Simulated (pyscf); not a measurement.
H₃C–CH₂–CH₂–Al(CH₃)–NH₂ → H₃C–CH₂–CH₂–CH₂–AlH–NH₂, a concerted two-bond exchange (singlet surface; Al–C, C–H broken, Al–H, C–C formed). PySCF, gas phase, ωB97X-D3(BJ)/def2-SVP geometries. Energies in kJ/mol from the reactant's lowest minimum found.

Small-basis levels: PySCF, no dispersion term, spherical d functions. 

Task: In single points SVWN5/6-31G* puts the saddle at 357.1 kJ/mol and the reaction energy at +29.0 kJ/mol. Should these be trusted to within a few kcal/mol? Compare with ωB97M-D3(BJ)/def2-TZVP.

Result: ωB97M-D3(BJ)/def2-TZVP gives ΔE‡ = 414.3 kJ/mol and ΔE = +43.4 kJ/mol. SVWN5/6-31G* lies 57.2 kJ/mol under it in the barrier and 14.4 kJ/mol under it in the reaction energy, so on this step it does not hold to within 12.6 kJ/mol. ωB97M-D3(BJ)/def2-TZVP has limits of its own. The same reactants have a lower exit, to H₃C–Al(CH₃)–NH₂ + H₂C=CH₂ (barrier +190.5 kJ/mol at ωB97M-D3(BJ)/def2-TZVP, against +414.3 kJ/mol here). One saddle was located; it need not be the lowest between these sides.
